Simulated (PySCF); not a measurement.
# MgB⁺: one state, many levels of theory

State: ¹Σ⁺ (singlet), closed shell. Set-up: basis Mg cc-pVDZ, B cc-pVDZ; no relativity; PySCF 2.14. De refers to Mg⁺ + B in their high-spin ground configurations, without counterpoise correction. A positive dipole points towards B; it is taken about the centre of mass and depends on that origin. Levels whose curve was spin-contaminated or gave no clean fit are not listed.

```csv
Level,Re (Å),ωe (cm⁻¹),De (eV),μ (D)
RHF,2.622,330,0.274,-2.18
RHF-MP2,2.588,353,1.19,n/a
RHF-SCS-MP2,2.596,347,1.29,n/a
RHF-CCSD,2.599,345,1.53,n/a
RHF-CCSD(T),2.600,342,1.60,n/a
PBE,2.598,332,1.80,-1.52
M06,2.550,338,1.73,-1.60
```

The bond length runs from 2.550 Å (M06) to 2.622 Å (RHF). De spans 0.27 eV (RHF, mean field) to 1.80 eV (PBE, GGA). Correlation at CCSD(T) changes the Hartree–Fock bond energy by +1.33 eV; the triples alone change it by +0.07 eV.

Correlated steps freeze 2 core orbitals. Correlated levels converge slowly with the basis: in double zeta they bind strong bonds too weakly, by up to about 1 eV, and carry superposition errors of some tenths. For an ion De counts to the pair picked by the measured ionisation energies or electron affinities, which need not be the lowest pair at this level. Where the molecule has an RHF reference, its open-shell atoms are computed with UHF.

The whole job (state search and all levels along the bond) took about 0.95 min on 1 thread of Arm Neoverse V1 (shared host), peak memory 0.4 GiB.
